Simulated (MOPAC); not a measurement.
MOPAC input (PM7):

```
PM7 PRECISE GNORM=0.05 LET XYZ CHARGE=-1 GEO-OK AUX(PRECISION=9) THREADS=1
C4H9

C     0.81479888 1    1.92924708 1   -0.00777014 1
C     0.71633025 1    0.41681840 1   -0.00644526 1
C    -0.68396967 1   -0.26204958 1    0.00611309 1
C    -0.64024257 1   -1.79586882 1    0.00618996 1
H    -1.63532024 1   -2.25614759 1    0.01510746 1
H     0.29747525 1    2.33140678 1    0.88496235 1
H     0.28180331 1    2.33087096 1   -0.89147906 1
H    -0.09590746 1   -2.16573186 1    0.88202235 1
H    -0.11144236 1   -2.16626300 1   -0.87888645 1
H     1.24186665 1    0.00119532 1   -0.88684820 1
H     1.25731985 1    0.00172366 1    0.86479926 1
H    -1.24636938 1    0.09676764 1   -0.86431870 1
H    -1.23092689 1    0.09729561 1    0.88611510 1
```

Output:

```
 *******************************************************************************
 **                                                                           **
 **                              MOPAC v23.2.5                                **
 **                                                                           **
 *******************************************************************************
 ** MOPAC's Digital Object Identifier: https://doi.org/10.5281/zenodo.6511958 **
 **                                                                           **
 ** Please cite the open-source release paper for use of this MOPAC version:  **
 ** J. E. Moussa and J. J. P. Stewart (2026)                                  **
 ** MOPAC: An open-source semiempirical molecular orbital program             **
 ** J. Open Source Softw., 11(119), 8025, https://doi.org/10.21105/joss.08025 **
 *******************************************************************************

                              PM7 CALCULATION RESULTS

 *******************************************************************************
 *  PM7        - The PM7 Hamiltonian to be used
 *  GEO-OK     - OVERRIDE INTERATOMIC DISTANCE AND OTHER SAFETY CHECKS
 *
 *
 *
 *                 CHARGE ON SYSTEM = -1
 *
 *
 *
 *  LET        - OVERRIDE SOME SAFETY CHECKS
 *  PRECISE    - TIGHTER CRITERIA TO BE USED
 *  XYZ        - CARTESIAN COORDINATE SYSTEM TO BE USED
 *  GNORM      - EXIT WHEN GRADIENT NORM DROPS BELOW 0.050
 *  AUX        - OUTPUT AUXILIARY INFORMATION
 *******************************************************************************
PM7 PRECISE GNORM=0.05 LET XYZ CHARGE=-1 GEO-OK AUX(PRECISION=9) THREADS=1
 C4H9

   ATOM   CHEMICAL          X               Y               Z
  NUMBER   SYMBOL      (ANGSTROMS)     (ANGSTROMS)     (ANGSTROMS)

     1       C          0.81479888  *   1.92924708  *  -0.00777014  *
     2       C          0.71633025  *   0.41681840  *  -0.00644526  *
     3       C         -0.68396967  *  -0.26204958  *   0.00611309  *
     4       C         -0.64024257  *  -1.79586882  *   0.00618996  *
     5       H         -1.63532024  *  -2.25614759  *   0.01510746  *
     6       H          0.29747525  *   2.33140678  *   0.88496235  *
     7       H          0.28180331  *   2.33087096  *  -0.89147906  *
     8       H         -0.09590746  *  -2.16573186  *   0.88202235  *
     9       H         -0.11144236  *  -2.16626300  *  -0.87888645  *
    10       H          1.24186665  *   0.00119532  *  -0.88684820  *
    11       H          1.25731985  *   0.00172366  *   0.86479926  *
    12       H         -1.24636938  *   0.09676764  *  -0.86431870  *
    13       H         -1.23092689  *   0.09729561  *   0.88611510  *

          CARTESIAN COORDINATES

    NO.       ATOM           X           Y           Z

     1         C          0.8148      1.9292     -0.0078
     2         C          0.7163      0.4168     -0.0064
     3         C         -0.6840     -0.2620      0.0061
     4         C         -0.6402     -1.7959      0.0062
     5         H         -1.6353     -2.2561      0.0151
     6         H          0.2975      2.3314      0.8850
     7         H          0.2818      2.3309     -0.8915
     8         H         -0.0959     -2.1657      0.8820
     9         H         -0.1114     -2.1663     -0.8789
    10         H          1.2419      0.0012     -0.8868
    11         H          1.2573      0.0017      0.8648
    12         H         -1.2464      0.0968     -0.8643
    13         H         -1.2309      0.0973      0.8861

 General Reference for PM7:
 "Optimization of Parameters for Semiempirical Methods VI: More Modifications to the
 NDDO Approximations and Re-optimization of Parameters", J. J. P. Stewart, J. Mol. Mod., 1:32, 19 (2013)
 https://link.springer.com/article/10.1007/s00894-012-1667-x

           Empirical Formula: C4 H9  =    13 atoms

      MOLECULAR POINT GROUP   :   Cs

      RHF CALCULATION, NO. OF DOUBLY OCCUPIED LEVELS = 13

          Geometry optimization using EF

          DIAGONAL MATRIX USED AS START HESSIAN

 CYCLE:     1  GRAD.:   104.520 HEAT:  27.42377
 CYCLE:     2  GRAD.:    61.011 HEAT:  17.76284
 CYCLE:     3  GRAD.:   160.273 HEAT:  20.96669
 CYCLE:     4  GRAD.:   176.339 HEAT:  31.10027
 CYCLE:     5  GRAD.:   131.864 HEAT:  19.83538
 CYCLE:     6  GRAD.:   738.684 HEAT:  85.51232
 CYCLE:     7  GRAD.:   358.449 HEAT:  51.07048
 CYCLE:     8  GRAD.:   170.061 HEAT:  29.03620
 CYCLE:     9  GRAD.:    94.796 HEAT:  17.16037
 CYCLE:    10  GRAD.:   148.120 HEAT:  19.97883
 CYCLE:    11  GRAD.:    77.783 HEAT:  15.04498
 CYCLE:    12  GRAD.:   130.691 HEAT:  21.35940
 CYCLE:    13  GRAD.:    70.497 HEAT:  14.32106
 CYCLE:    14  GRAD.:   239.492 HEAT:  28.85149
 CYCLE:    15  GRAD.:    23.115 HEAT:  12.58990
 CYCLE:    16  GRAD.:    55.424 HEAT:  13.60164
 CYCLE:    17  GRAD.:    10.228 HEAT:  12.29697
 CYCLE:    18  GRAD.:    12.797 HEAT:  12.35492
 CYCLE:    19  GRAD.:     2.155 HEAT:  12.22085
 CYCLE:    20  GRAD.:     3.084 HEAT:  12.21232
 CYCLE:    21  GRAD.:    10.961 HEAT:  12.22947
 CYCLE:    22  GRAD.:     2.806 HEAT:  12.17324
 CYCLE:    23  GRAD.:     3.247 HEAT:  12.16471
 CYCLE:    24  GRAD.:     9.015 HEAT:  12.19563
 CYCLE:    25  GRAD.:     0.838 HEAT:  12.15857
 CYCLE:    26  GRAD.:     2.452 HEAT:  12.16064
 CYCLE:    27  GRAD.:     0.257 HEAT:  12.15826
 CYCLE:    28  GRAD.:     0.261 HEAT:  12.15826
 CYCLE:    29  GRAD.:     0.212 HEAT:  12.15822
 CYCLE:    30  GRAD.:     0.377 HEAT:  12.15829
 CYCLE:    31  GRAD.:     0.009 HEAT:  12.15820

     GRADIENT =  0.00895 IS LESS THAN CUTOFF =  0.05000

 -------------------------------------------------------------------------------
 PM7 PRECISE GNORM=0.05 LET XYZ CHARGE=-1 GEO-OK AUX(PRECISION=9) THREADS=1
 C4H9

     GEOMETRY OPTIMISED USING EIGENVECTOR FOLLOWING (EF).
     SCF FIELD WAS ACHIEVED

                              PM7 CALCULATION
                                                       MOPAC v23.2.5 Linux

          FINAL HEAT OF FORMATION =         12.15820 KCAL/MOL =      50.86993 KJ/MOL

          COSMO AREA              =        114.47 SQUARE ANGSTROMS
          COSMO VOLUME            =         99.23 CUBIC ANGSTROMS

          GRADIENT NORM           =          0.00895          =       0.00248 PER ATOM
          IONIZATION POTENTIAL    =          0.334314 EV
          HOMO LUMO ENERGIES (EV) =         -0.334  9.113
          NO. OF FILLED LEVELS    =         13
          MOLECULAR WEIGHT        =         57.1151         POINT GROUP:  Cs

          MOLECULAR DIMENSIONS (Angstroms)

            Atom       Atom       Distance
            H     6    H     5     5.22771
            H    13    H    10     2.99291
            H    12    H     8     2.82483

          SCF CALCULATIONS        =         32

   ATOM   CHEMICAL          X               Y               Z
  NUMBER   SYMBOL      (ANGSTROMS)     (ANGSTROMS)     (ANGSTROMS)

     1       C          0.63857803  *   1.86306187  *  -0.00619550  *
     2       C          0.71898568  *   0.41431202  *  -0.00646824  *
     3       C         -0.71019962  *  -0.26692829  *   0.00634244  *
     4       C         -0.62408393  *  -1.79711983  *   0.00604976  *
     5       H         -1.61479452  *  -2.25380914  *   0.01492411  *
     6       H          0.58544464  *   2.40821587  *   0.88292435  *
     7       H          0.56973206  *   2.40767632  *  -0.89456069  *
     8       H         -0.07449354  *  -2.14688219  *   0.88408165  *
     9       H         -0.09006003  *  -2.14742170  *  -0.88132818  *
    10       H          1.25123009  *   0.02974867  *  -0.89882168  *
    11       H          1.26688785  *   0.03028416  *   0.87659725  *
    12       H         -1.25852451  *   0.10053018  *  -0.86967439  *
    13       H         -1.24299459  *   0.10106449  *   0.89166751  *

                             CARTESIAN COORDINATES

   1    C        0.638578025     1.863061872    -0.006195505
   2    C        0.718985683     0.414312023    -0.006468243
   3    C       -0.710199623    -0.266928295     0.006342442
   4    C       -0.624083932    -1.797119827     0.006049760
   5    H       -1.614794517    -2.253809141     0.014924113
   6    H        0.585444635     2.408215874     0.882924348
   7    H        0.569732060     2.407676315    -0.894560688
   8    H       -0.074493537    -2.146882194     0.884081646
   9    H       -0.090060035    -2.147421696    -0.881328184
  10    H        1.251230091     0.029748667    -0.898821678
  11    H        1.266887854     0.030284156     0.876597247
  12    H       -1.258524512     0.100530185    -0.869674387
  13    H       -1.242994589     0.101064495     0.891667506

           Empirical Formula: C4 H9  =    13 atoms

      MOLECULAR POINT GROUP   :   Cs

                  EIGENVALUES
 -23.10786 -19.14898 -15.29694 -12.87078 -11.08391  -9.97260  -8.69792  -8.62746
  -6.80845  -6.52279  -5.93954  -4.84519  -0.33431   9.11306   9.57712   9.72415
  10.29773  10.98097  11.06183  11.90435  11.99878  12.19588  13.34297  14.38364
  15.58915

              NET ATOMIC CHARGES AND DIPOLE CONTRIBUTIONS

  ATOM NO.   TYPE          CHARGE      No. of ELECS.   s-Pop       p-Pop
    1          C          -1.053900        5.0539     1.00241     4.05149
    2          C          -0.054783        4.0548     1.03920     3.01559
    3          C          -0.316353        4.3164     1.07071     3.24564
    4          C          -0.448534        4.4485     1.05301     3.39552
    5          H           0.101636        0.8984     0.89836
    6          H           0.097075        0.9029     0.90292
    7          H           0.097076        0.9029     0.90292
    8          H           0.120730        0.8793     0.87927
    9          H           0.120730        0.8793     0.87927
   10          H           0.053978        0.9460     0.94602
   11          H           0.053978        0.9460     0.94602
   12          H           0.114185        0.8858     0.88582
   13          H           0.114185        0.8858     0.88582
 DIPOLE           X         Y         Z       TOTAL
 POINT-CHG.    -2.090    -6.391     0.020     6.724
 HYBRID        -0.402    -0.547     0.004     0.679
 SUM           -2.492    -6.938     0.024     7.372

          ATOMIC ORBITAL ELECTRON POPULATIONS

     Atom    s        px        py        pz
    1  C   1.00241   1.91578   1.00573   1.12998
    2  C   1.03920   0.91102   1.04464   1.05992
    3  C   1.07071   1.18329   0.92233   1.14002
    4  C   1.05301   1.12825   1.11807   1.14921
    5  H   0.89836
    6  H   0.90292
    7  H   0.90292
    8  H   0.87927
    9  H   0.87927
   10  H   0.94602
   11  H   0.94602
   12  H   0.88582
   13  H   0.88582

 **********************
 *                    *
 * JOB ENDED NORMALLY *
 *                    *
 **********************

 == MOPAC DONE ==
```

The dipole moment of an ion depends on the origin.
